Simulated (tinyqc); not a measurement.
Inside a calculation (part 1 of 2). Method: RHF in the sto-3g basis, for LiH, spin multiplicity 1. Computed by tinyqc, a small Python program that keeps every step (integrals from PySCF). Settings: charge = 0, multiplicity = 1, basis = sto-3g, energy threshold = 1e-10, iteration cap = 86, orthogonalisation = symmetric, start = random, DIIS depth = 0, method = RHF. Command: `OMP_NUM_THREADS=1 python tinyqc.py 31114 31115 out.jsonl` (the two numbers bound the seeds that draw the settings). One thread of a shared host (Intel(R) Xeon(R) Processor @ 2.60GHz), about 0.05 s of CPU time with the checks. Later iterations appear only in the table of the cycle.

## One-electron integrals

Geometry (angstrom):

| atom | x | y | z |
|---|---|---|---|
| Li | 0.0000 | 0.0000 | 0.0000 |
| H | 0.0000 | 0.0000 | 1.5530 |

Basis sto-3g: exponents (1/bohr^2) and contraction coefficients of normalised primitives:

| element | l (shell) | exponent | coefficient |
|---|---|---|---|
| Li | s (1) | 16.1196 | 0.1543 |
| Li | s (1) | 2.9362 | 0.5353 |
| Li | s (1) | 0.7947 | 0.4446 |
| Li | s (2) | 0.6363 | -0.1000 |
| Li | s (2) | 0.1479 | 0.3995 |
| Li | s (2) | 0.0481 | 0.7001 |
| Li | p (3) | 0.6363 | 0.1559 |
| Li | p (3) | 0.1479 | 0.6077 |
| Li | p (3) | 0.0481 | 0.3920 |
| H | s (1) | 3.4253 | 0.1543 |
| H | s (1) | 0.6239 | 0.5353 |
| H | s (1) | 0.1689 | 0.4446 |

Overlap, kinetic and nuclear-attraction integrals over the contracted functions; the nuclear repulsion is the sum of Za Zb / Rab.

nuclear repulsion = 1.022235 hartree

overlap S:
```
         1Li 1s  1Li 2s  1Li 2px  1Li 2py  1Li 2pz   2H 1s
1Li 1s   1.0000  0.2411   0.0000   0.0000   0.0000  0.0735
1Li 2s   0.2411  1.0000   0.0000   0.0000   0.0000  0.4070
1Li 2px  0.0000  0.0000   1.0000   0.0000   0.0000  0.0000
1Li 2py  0.0000  0.0000   0.0000   1.0000   0.0000  0.0000
1Li 2pz  0.0000  0.0000   0.0000   0.0000   1.0000  0.5214
2H 1s    0.0735  0.4070   0.0000   0.0000   0.5214  1.0000
```

kinetic energy T (hartree):
```
          1Li 1s   1Li 2s  1Li 2px  1Li 2py  1Li 2pz    2H 1s
1Li 1s    3.5768  -0.0202   0.0000   0.0000   0.0000  -0.0164
1Li 2s   -0.0202   0.1022   0.0000   0.0000   0.0000   0.0453
1Li 2px   0.0000   0.0000   0.3197   0.0000   0.0000   0.0000
1Li 2py   0.0000   0.0000   0.0000   0.3197   0.0000   0.0000
1Li 2pz   0.0000   0.0000   0.0000   0.0000   0.3197   0.1360
2H 1s    -0.0164   0.0453   0.0000   0.0000   0.1360   0.7600
```

nuclear attraction V (hartree):
```
          1Li 1s   1Li 2s  1Li 2px  1Li 2py  1Li 2pz    2H 1s
1Li 1s   -8.3236  -1.0465   0.0000   0.0000  -0.0171  -0.3184
1Li 2s   -1.0465  -1.5032   0.0000   0.0000  -0.1247  -0.7682
1Li 2px   0.0000   0.0000  -1.4599   0.0000   0.0000   0.0000
1Li 2py   0.0000   0.0000   0.0000  -1.4599   0.0000   0.0000
1Li 2pz  -0.0171  -0.1247   0.0000   0.0000  -1.5602  -0.9978
2H 1s    -0.3184  -0.7682   0.0000   0.0000  -0.9978  -2.2456
```

core Hamiltonian H = T + V (hartree):
```
          1Li 1s   1Li 2s  1Li 2px  1Li 2py  1Li 2pz    2H 1s
1Li 1s   -4.7468  -1.0667   0.0000   0.0000  -0.0171  -0.3348
1Li 2s   -1.0667  -1.4011   0.0000   0.0000  -0.1247  -0.7228
1Li 2px   0.0000   0.0000  -1.1402   0.0000   0.0000   0.0000
1Li 2py   0.0000   0.0000   0.0000  -1.1402   0.0000   0.0000
1Li 2pz  -0.0171  -0.1247   0.0000   0.0000  -1.2405  -0.8618
2H 1s    -0.3348  -0.7228   0.0000   0.0000  -0.8618  -1.4855
```

## Two-electron integrals

Functions are numbered as in S; the eight-fold symmetry (ij|kl) = (ji|kl) = (kl|ij) leaves the list below.

Two-electron integrals (ij|kl) in chemists' order, unique and non-zero (hartree):
```
(11|11) 1.6804   (21|11) 0.2654   (21|21) 0.0499   (22|11) 0.3977
(22|21) 0.0929   (22|22) 0.2906   (31|31) 0.0090   (32|31) 0.0138
(32|32) 0.0642   (33|11) 0.3966   (33|21) 0.0929   (33|22) 0.2905
(33|33) 0.3129   (41|41) 0.0090   (42|41) 0.0138   (42|42) 0.0642
(43|43) 0.0169   (44|11) 0.3966   (44|21) 0.0929   (44|22) 0.2905
(44|33) 0.2792   (44|44) 0.3129   (51|51) 0.0090   (52|51) 0.0138
(52|52) 0.0642   (53|53) 0.0169   (54|54) 0.0169   (55|11) 0.3966
(55|21) 0.0929   (55|22) 0.2905   (55|33) 0.2792   (55|44) 0.2792
(55|55) 0.3129   (61|11) 0.0789   (61|21) 0.0149   (61|22) 0.0282
(61|33) 0.0278   (61|44) 0.0278   (61|51) 0.0018   (61|52) 0.0034
(61|55) 0.0288   (61|61) 0.0049   (62|11) 0.1582   (62|21) 0.0372
(62|22) 0.1201   (62|33) 0.1143   (62|44) 0.1143   (62|51) 0.0061
(62|52) 0.0346   (62|55) 0.1316   (62|61) 0.0132   (62|62) 0.0785
(63|31) 0.0033   (63|32) 0.0144   (63|53) 0.0056   (63|63) 0.0062
(64|41) 0.0033   (64|42) 0.0144   (64|54) 0.0056   (64|64) 0.0062
(65|11) 0.1884   (65|21) 0.0449   (65|22) 0.1504   (65|33) 0.1405
(65|44) 0.1405   (65|51) 0.0095   (65|52) 0.0529   (65|55) 0.1702
(65|61) 0.0167   (65|62) 0.1084   (65|65) 0.1523   (66|11) 0.3392
(66|21) 0.0813   (66|22) 0.2854   (66|33) 0.2609   (66|44) 0.2609
(66|51) 0.0160   (66|52) 0.1071   (66|55) 0.3341   (66|61) 0.0304
(66|62) 0.2294   (66|65) 0.3302   (66|66) 0.7746
```

## Orthogonalisation

S = U s U^T; symmetric (Loewdin) form X = U s^(-1/2) U^T, so that X^T S X = 1.

eigenvalues of S: 0.3338  0.7984  1.0000  1.0000  1.1682  1.6996

X:
```
          1Li 1s   1Li 2s  1Li 2px  1Li 2py  1Li 2pz    2H 1s
1Li 1s    1.0230  -0.1279   0.0000   0.0000  -0.0034   0.0035
1Li 2s   -0.1279   1.1179   0.0000   0.0000   0.1209  -0.2918
1Li 2px   0.0000   0.0000   1.0000   0.0000   0.0000   0.0000
1Li 2py   0.0000   0.0000   0.0000   1.0000   0.0000   0.0000
1Li 2pz  -0.0034   0.1209   0.0000   0.0000   1.1537  -0.3718
2H 1s     0.0035  -0.2918   0.0000   0.0000  -0.3718   1.2476
```

## Starting guess

The start is random orthonormal orbitals; D = 2 C_occ C_occ^T.

D at the start:
```
          1Li 1s   1Li 2s  1Li 2px  1Li 2py  1Li 2pz    2H 1s
1Li 1s    0.9227  -0.1482  -0.5542  -0.5691  -0.2884  -0.4439
1Li 2s   -0.1482   0.5601   0.6779  -0.5744   0.4843  -0.3245
1Li 2px  -0.5542   0.6779   0.9796  -0.3893   0.6542  -0.1680
1Li 2py  -0.5691  -0.5744  -0.3893   1.1775  -0.3658   0.7651
1Li 2pz  -0.2884   0.4843   0.6542  -0.3658   0.4478  -0.1845
2H 1s    -0.4439  -0.3245  -0.1680   0.7651  -0.1845   0.5056
```

## Iteration 1: building the Fock matrix

J_ij = sum D_kl (ij|kl), K_ij = sum D_kl (ik|jl); F = H + J - 0.5 K; E = tr D H + tr D J / 2 - 0.25 tr D K + E_nn.

Coulomb J (hartree):
```
          1Li 1s   1Li 2s  1Li 2px  1Li 2py  1Li 2pz    2H 1s
1Li 1s    2.6571   0.5112   0.0076  -0.0211   0.0073   0.1557
1Li 2s    0.5112   1.2448   0.0669  -0.0674   0.0634   0.5509
1Li 2px   0.0076   0.0669   1.2427  -0.0131   0.0202   0.0211
1Li 2py  -0.0211  -0.0674  -0.0131   1.2494  -0.0038  -0.0149
1Li 2pz   0.0073   0.0634   0.0202  -0.0038   1.2387   0.6953
2H 1s     0.1557   0.5509   0.0211  -0.0149   0.6953   1.3494
```

exchange K (hartree):
```
          1Li 1s   1Li 2s  1Li 2px  1Li 2py  1Li 2pz    2H 1s
1Li 1s    1.4453   0.1734  -0.1577  -0.2683  -0.1640  -0.1249
1Li 2s    0.1734   0.2644   0.1597  -0.1660   0.0791   0.1180
1Li 2px  -0.1577   0.1597   0.3630  -0.1153   0.1692   0.1207
1Li 2py  -0.2683  -0.1660  -0.1153   0.4215   0.0034   0.0593
1Li 2pz  -0.1640   0.0791   0.1692   0.0034   0.1882   0.1789
2H 1s    -0.1249   0.1180   0.1207   0.0593   0.1789   0.3153
```

Fock matrix F (hartree):
```
          1Li 1s   1Li 2s  1Li 2px  1Li 2py  1Li 2pz    2H 1s
1Li 1s   -2.8124  -0.6422   0.0865   0.1131   0.0722  -0.1167
1Li 2s   -0.6422  -0.2885  -0.0130   0.0156  -0.1009  -0.2309
1Li 2px   0.0865  -0.0130  -0.0790   0.0445  -0.0644  -0.0392
1Li 2py   0.1131   0.0156   0.0445  -0.1016  -0.0055  -0.0445
1Li 2pz   0.0722  -0.1009  -0.0644  -0.0055  -0.0959  -0.2559
2H 1s    -0.1167  -0.2309  -0.0392  -0.0445  -0.2559  -0.2937
```

total energy of this density = -4.386428 hartree

## Iteration 1: diagonalisation and new density

Diagonalise F' = X^T F X, C = X C', fill 2 alpha and 2 beta electrons from the bottom; D = 2 C_occ C_occ^T. Each column has its largest component positive (the first on a tie).

F' = X^T F X (hartree):
```
         1        2        3        4        5        6
1  -2.7813  -0.2995   0.0902   0.1135   0.0675   0.0271
2  -0.2995  -0.1188  -0.0219   0.0153  -0.0192  -0.1602
3   0.0902  -0.0219  -0.0790   0.0445  -0.0616  -0.0209
4   0.1135   0.0153   0.0445  -0.1016   0.0117  -0.0576
5   0.0675  -0.0192  -0.0616   0.0117   0.0393  -0.2374
6   0.0271  -0.1602  -0.0209  -0.0576  -0.2374  -0.1113
```

orbital energies (hartree): MO1 -2.8237, MO2 -0.3777, MO3 -0.1453, MO4 -0.0355, MO5 -0.0140, MO6 0.2434

coefficients C:
```
             MO1      MO2      MO3      MO4      MO5      MO6
1Li 1s    1.0013  -0.0850   0.0222  -0.2017  -0.0971   0.0510
1Li 2s   -0.0057   0.3662  -0.0928   0.7401   0.6048  -0.5564
1Li 2px  -0.0317   0.1750  -0.6019  -0.5373   0.5538   0.1032
1Li 2py  -0.0415   0.0891   0.7813  -0.4045   0.4489  -0.1213
1Li 2pz  -0.0151   0.3202  -0.1585  -0.2395  -0.3020  -1.0989
2H 1s    -0.0279   0.6005   0.2085  -0.1597  -0.3274   1.1146
```

D after iteration 1:
```
          1Li 1s   1Li 2s  1Li 2px  1Li 2py  1Li 2pz    2H 1s
1Li 1s    2.0195  -0.0736  -0.0931  -0.0983  -0.0846  -0.1579
1Li 2s   -0.0736   0.2683   0.1286   0.0658   0.2347   0.4401
1Li 2px  -0.0931   0.1286   0.0633   0.0338   0.1130   0.2120
1Li 2py  -0.0983   0.0658   0.0338   0.0193   0.0583   0.1094
1Li 2pz  -0.0846   0.2347   0.1130   0.0583   0.2055   0.3854
2H 1s    -0.1579   0.4401   0.2120   0.1094   0.3854   0.7227
```

## Iteration 2: building the Fock matrix

As before.

Coulomb J (hartree):
```
         1Li 1s  1Li 2s  1Li 2px  1Li 2py  1Li 2pz   2H 1s
1Li 1s   4.0801  0.7018   0.0033   0.0008   0.0287  0.2191
1Li 2s   0.7018  1.3702   0.0200   0.0089   0.1753  0.7121
1Li 2px  0.0033  0.0200   1.3364   0.0011   0.0062  0.0070
1Li 2py  0.0008  0.0089   0.0011   1.3349   0.0032  0.0033
1Li 2pz  0.0287  0.1753   0.0062   0.0032   1.4320  0.9301
2H 1s    0.2191  0.7121   0.0070   0.0033   0.9301  1.8940
```

exchange K (hartree):
```
          1Li 1s  1Li 2s  1Li 2px  1Li 2py  1Li 2pz   2H 1s
1Li 1s    3.3635  0.5466  -0.0175  -0.0295   0.0088  0.1765
1Li 2s    0.5466  0.3609   0.0629   0.0269   0.2970  0.5030
1Li 2px  -0.0175  0.0629   0.0773   0.0100   0.0644  0.0868
1Li 2py  -0.0295  0.0269   0.0100   0.0643   0.0332  0.0431
1Li 2pz   0.0088  0.2970   0.0644   0.0332   0.3838  0.6034
2H 1s     0.1765  0.5030   0.0868   0.0431   0.6034  1.1154
```

Fock matrix F (hartree):
```
          1Li 1s   1Li 2s  1Li 2px  1Li 2py  1Li 2pz    2H 1s
1Li 1s   -2.3485  -0.6383   0.0120   0.0155   0.0072  -0.2040
1Li 2s   -0.6383  -0.2113  -0.0114  -0.0046  -0.0979  -0.2622
1Li 2px   0.0120  -0.0114   0.1575  -0.0039  -0.0260  -0.0364
1Li 2py   0.0155  -0.0046  -0.0039   0.1625  -0.0134  -0.0183
1Li 2pz   0.0072  -0.0979  -0.0260  -0.0134  -0.0004  -0.2334
2H 1s    -0.2040  -0.2622  -0.0364  -0.0183  -0.2334  -0.1492
```

total energy of this density = -7.831666 hartree

## Iteration 2: diagonalisation and new density

As before.

F' = X^T F X (hartree):
```
         1        2        3        4        5        6
1  -2.2957  -0.3501   0.0137   0.0164   0.0193  -0.0505
2  -0.3501   0.0129  -0.0068  -0.0034   0.0351  -0.2733
3   0.0137  -0.0068   0.1575  -0.0039  -0.0179  -0.0324
4   0.0164  -0.0034  -0.0039   0.1625  -0.0093  -0.0165
5   0.0193   0.0351  -0.0179  -0.0093   0.1721  -0.3216
6  -0.0505  -0.2733  -0.0324  -0.0165  -0.3216   0.1353
```

orbital energies (hartree): MO1 -2.3511, MO2 -0.2734, MO3 0.0763, MO4 0.1603, MO5 0.1647, MO6 0.5680

coefficients C:
```
             MO1      MO2      MO3      MO4      MO5      MO6
1Li 1s    0.9916  -0.1638  -0.2122   0.0019   0.0053   0.0888
1Li 2s    0.0308   0.4218   0.8117   0.0306  -0.0085  -0.7260
1Li 2px  -0.0046   0.0846  -0.1001   0.8620  -0.4893  -0.0209
1Li 2py  -0.0060   0.0453  -0.0411   0.4855   0.8720  -0.0097
1Li 2pz  -0.0044   0.3517  -0.5955  -0.1218   0.0104  -0.9953
2H 1s     0.0062   0.5588  -0.1177  -0.0390   0.0005   1.2051
```

D after iteration 2:
```
          1Li 1s   1Li 2s  1Li 2px  1Li 2py  1Li 2pz    2H 1s
1Li 1s    2.0200  -0.0771  -0.0368  -0.0268  -0.1240  -0.1708
1Li 2s   -0.0771   0.3578   0.0711   0.0379   0.2964   0.4718
1Li 2px  -0.0368   0.0711   0.0144   0.0077   0.0596   0.0945
1Li 2py  -0.0268   0.0379   0.0077   0.0042   0.0319   0.0506
1Li 2pz  -0.1240   0.2964   0.0596   0.0319   0.2474   0.3930
2H 1s    -0.1708   0.4718   0.0945   0.0506   0.3930   0.6246
```

## Iteration 3: building the Fock matrix

As before.

Coulomb J (hartree):
```
         1Li 1s  1Li 2s  1Li 2px  1Li 2py  1Li 2pz   2H 1s
1Li 1s   4.0835  0.7025   0.0019   0.0009   0.0286  0.2192
1Li 2s   0.7025  1.3705   0.0108   0.0056   0.1746  0.7084
1Li 2px  0.0019  0.0108   1.3372   0.0003   0.0031  0.0036
1Li 2py  0.0009  0.0056   0.0003   1.3369   0.0016  0.0019
1Li 2pz  0.0286  0.1746   0.0031   0.0016   1.4302  0.9236
2H 1s    0.2192  0.7084   0.0036   0.0019   0.9236  1.8713
```

exchange K (hartree):
```
          1Li 1s  1Li 2s  1Li 2px  1Li 2py  1Li 2pz   2H 1s
1Li 1s    3.3653  0.5518  -0.0044  -0.0053  -0.0029  0.1709
1Li 2s    0.5518  0.3844   0.0335   0.0171   0.3107  0.5138
1Li 2px  -0.0044  0.0335   0.0684   0.0023   0.0314  0.0419
1Li 2py  -0.0053  0.0171   0.0023   0.0654   0.0168  0.0222
1Li 2pz  -0.0029  0.3107   0.0314   0.0168   0.3923  0.6008
2H 1s     0.1709  0.5138   0.0419   0.0222   0.6008  1.0833
```

Fock matrix F (hartree):
```
          1Li 1s   1Li 2s  1Li 2px  1Li 2py  1Li 2pz    2H 1s
1Li 1s   -2.3460  -0.6401   0.0041   0.0035   0.0129  -0.2010
1Li 2s   -0.6401  -0.2227  -0.0059  -0.0030  -0.1055  -0.2713
1Li 2px   0.0041  -0.0059   0.1628  -0.0009  -0.0127  -0.0173
1Li 2py   0.0035  -0.0030  -0.0009   0.1639  -0.0068  -0.0092
1Li 2pz   0.0129  -0.1055  -0.0127  -0.0068  -0.0064  -0.2385
2H 1s    -0.2010  -0.2713  -0.0173  -0.0092  -0.2385  -0.1559
```

total energy of this density = -7.857898 hartree

## Iteration 3: diagonalisation and new density

As before.

F' = X^T F X (hartree):
```
         1        2        3        4        5        6
1  -2.2927  -0.3513   0.0049   0.0040   0.0255  -0.0477
2  -0.3513   0.0029  -0.0036  -0.0019   0.0275  -0.2785
3   0.0049  -0.0036   0.1628  -0.0009  -0.0089  -0.0152
4   0.0040  -0.0019  -0.0009   0.1639  -0.0048  -0.0081
5   0.0255   0.0275  -0.0089  -0.0048   0.1661  -0.3232
6  -0.0477  -0.2785  -0.0152  -0.0081  -0.3232   0.1329
```

orbital energies (hartree): MO1 -2.3486, MO2 -0.2848, MO3 0.0781, MO4 0.1634, MO5 0.1644, MO6 0.5634

coefficients C:
```
             MO1      MO2      MO3      MO4      MO5      MO6
1Li 1s    0.9912  -0.1674  -0.2115  -0.0018   0.0008   0.0877
1Li 2s    0.0323   0.4392   0.8054   0.0189  -0.0011  -0.7231
1Li 2px  -0.0015   0.0386  -0.0507   0.8769  -0.4763  -0.0094
1Li 2py  -0.0014   0.0209  -0.0256   0.4751   0.8793  -0.0049
1Li 2pz  -0.0064   0.3540  -0.6068  -0.0607   0.0012  -0.9933
2H 1s     0.0056   0.5492  -0.1273  -0.0186   0.0000   1.2090
```

D after iteration 3:
```
          1Li 1s   1Li 2s  1Li 2px  1Li 2py  1Li 2pz    2H 1s
1Li 1s    2.0211  -0.0831  -0.0160  -0.0097  -0.1312  -0.1728
1Li 2s   -0.0831   0.3879   0.0338   0.0183   0.3106   0.4828
1Li 2px  -0.0160   0.0338   0.0030   0.0016   0.0274   0.0424
1Li 2py  -0.0097   0.0183   0.0016   0.0009   0.0148   0.0229
1Li 2pz  -0.1312   0.3106   0.0274   0.0148   0.2508   0.3888
2H 1s    -0.1728   0.4828   0.0424   0.0229   0.3888   0.6034
```

## Iteration 4: building the Fock matrix

As before.

Coulomb J (hartree):
```
         1Li 1s  1Li 2s  1Li 2px  1Li 2py  1Li 2pz   2H 1s
1Li 1s   4.0840  0.7026   0.0009   0.0005   0.0285  0.2192
1Li 2s   0.7026  1.3705   0.0051   0.0027   0.1742  0.7073
1Li 2px  0.0009  0.0051   1.3374   0.0001   0.0014  0.0017
1Li 2py  0.0005  0.0027   0.0001   1.3373   0.0008  0.0009
1Li 2pz  0.0285  0.1742   0.0014   0.0008   1.4295  0.9217
2H 1s    0.2192  0.7073   0.0017   0.0009   0.9217  1.8650
```

exchange K (hartree):
```
          1Li 1s  1Li 2s  1Li 2px  1Li 2py  1Li 2pz   2H 1s
1Li 1s    3.3653  0.5521  -0.0016  -0.0013  -0.0047  0.1700
1Li 2s    0.5521  0.3919   0.0158   0.0084   0.3138  0.5173
1Li 2px  -0.0016  0.0158   0.0668   0.0005   0.0143  0.0192
1Li 2py  -0.0013  0.0084   0.0005   0.0661   0.0077  0.0103
1Li 2pz  -0.0047  0.3138   0.0143   0.0077   0.3914  0.5979
2H 1s     0.1700  0.5173   0.0192   0.0103   0.5979  1.0744
```

Fock matrix F (hartree):
```
          1Li 1s   1Li 2s  1Li 2px  1Li 2py  1Li 2pz    2H 1s
1Li 1s   -2.3454  -0.6402   0.0017   0.0011   0.0138  -0.2006
1Li 2s   -0.6402  -0.2265  -0.0028  -0.0015  -0.1074  -0.2741
1Li 2px   0.0017  -0.0028   0.1638  -0.0002  -0.0058  -0.0079
1Li 2py   0.0011  -0.0015  -0.0002   0.1640  -0.0031  -0.0043
1Li 2pz   0.0138  -0.1074  -0.0058  -0.0031  -0.0067  -0.2390
2H 1s    -0.2006  -0.2741  -0.0079  -0.0043  -0.2390  -0.1577
```

total energy of this density = -7.861990 hartree

## Iteration 4: diagonalisation and new density

As before.

F' = X^T F X (hartree):
```
         1        2        3        4        5        6
1  -2.2922  -0.3511   0.0021   0.0013   0.0266  -0.0472
2  -0.3511  -0.0006  -0.0017  -0.0009   0.0257  -0.2801
3   0.0021  -0.0017   0.1638  -0.0002  -0.0040  -0.0069
4   0.0013  -0.0009  -0.0002   0.1640  -0.0022  -0.0037
5   0.0266   0.0257  -0.0040  -0.0022   0.1656  -0.3228
6  -0.0472  -0.2801  -0.0069  -0.0037  -0.3228   0.1318
```

orbital energies (hartree): MO1 -2.3481, MO2 -0.2878, MO3 0.0785, MO4 0.1639, MO5 0.1641, MO6 0.5618

coefficients C:
```
             MO1      MO2      MO3      MO4      MO5      MO6
1Li 1s    0.9912  -0.1689  -0.2106  -0.0010   0.0001   0.0873
1Li 2s    0.0324   0.4457   0.8028   0.0089  -0.0002  -0.7222
1Li 2px  -0.0006   0.0174  -0.0233   0.8786  -0.4767  -0.0043
1Li 2py  -0.0004   0.0094  -0.0124   0.4764   0.8791  -0.0023
1Li 2pz  -0.0067   0.3520  -0.6105  -0.0279   0.0002  -0.9932
2H 1s     0.0056   0.5470  -0.1320  -0.0085   0.0000   1.2096
```

D after iteration 4:
```
          1Li 1s   1Li 2s  1Li 2px  1Li 2py  1Li 2pz    2H 1s
1Li 1s    2.0220  -0.0863  -0.0071  -0.0040  -0.1322  -0.1738
1Li 2s   -0.0863   0.3993   0.0155   0.0084   0.3133   0.4879
1Li 2px  -0.0071   0.0155   0.0006   0.0003   0.0123   0.0190
1Li 2py  -0.0040   0.0084   0.0003   0.0002   0.0067   0.0103
1Li 2pz  -0.1322   0.3133   0.0123   0.0067   0.2480   0.3850
2H 1s    -0.1738   0.4879   0.0190   0.0103   0.3850   0.5984
```

## Iteration 16 (converged): orbitals

converged F (hartree):
```
          1Li 1s   1Li 2s  1Li 2px  1Li 2py  1Li 2pz    2H 1s
1Li 1s   -2.3451  -0.6399   0.0000   0.0000   0.0139  -0.2003
1Li 2s   -0.6399  -0.2293   0.0000   0.0000  -0.1081  -0.2761
1Li 2px   0.0000   0.0000   0.1639   0.0000   0.0000   0.0000
1Li 2py   0.0000   0.0000   0.0000   0.1639   0.0000   0.0000
1Li 2pz   0.0139  -0.1081   0.0000   0.0000  -0.0050  -0.2381
2H 1s    -0.2003  -0.2761   0.0000   0.0000  -0.2381  -0.1588
```

As before.

F' = X^T F X (hartree):
```
         1        2       3       4        5        6
1  -2.2920  -0.3505  0.0000  0.0000   0.0267  -0.0469
2  -0.3505  -0.0031  0.0000  0.0000   0.0250  -0.2813
3   0.0000   0.0000  0.1639  0.0000   0.0000   0.0000
4   0.0000   0.0000  0.0000  0.1639   0.0000   0.0000
5   0.0267   0.0250  0.0000  0.0000   0.1668  -0.3217
6  -0.0469  -0.2813  0.0000  0.0000  -0.3217   0.1305
```

orbital energies (hartree): MO1 -2.3478, MO2 -0.2892, MO3 0.0786, MO4 0.1639, MO5 0.1639, MO6 0.5606

coefficients C:
```
             MO1      MO2      MO3     MO4      MO5      MO6
1Li 1s    0.9912  -0.1703  -0.2094  0.0000   0.0000   0.0872
1Li 2s    0.0324   0.4510   0.8003  0.0000   0.0000  -0.7217
1Li 2px   0.0000   0.0000   0.0000  0.8785  -0.4777   0.0000
1Li 2py   0.0000   0.0000   0.0000  0.4777   0.8785   0.0000
1Li 2pz  -0.0067   0.3477  -0.6126  0.0000   0.0000  -0.9939
2H 1s     0.0055   0.5465  -0.1369  0.0000   0.0000   1.2093
```

D after iteration 16:
```
          1Li 1s   1Li 2s  1Li 2px  1Li 2py  1Li 2pz    2H 1s
1Li 1s    2.0230  -0.0894   0.0000   0.0000  -0.1317  -0.1753
1Li 2s   -0.0894   0.4089   0.0000   0.0000   0.3132   0.4933
1Li 2px   0.0000   0.0000   0.0000   0.0000   0.0000   0.0000
1Li 2py   0.0000   0.0000   0.0000   0.0000   0.0000   0.0000
1Li 2pz  -0.1317   0.3132   0.0000   0.0000   0.2418   0.3799
2H 1s    -0.1753   0.4933   0.0000   0.0000   0.3799   0.5974
```

Within a degenerate level the vectors are fixed only up to a rotation; this is one choice.
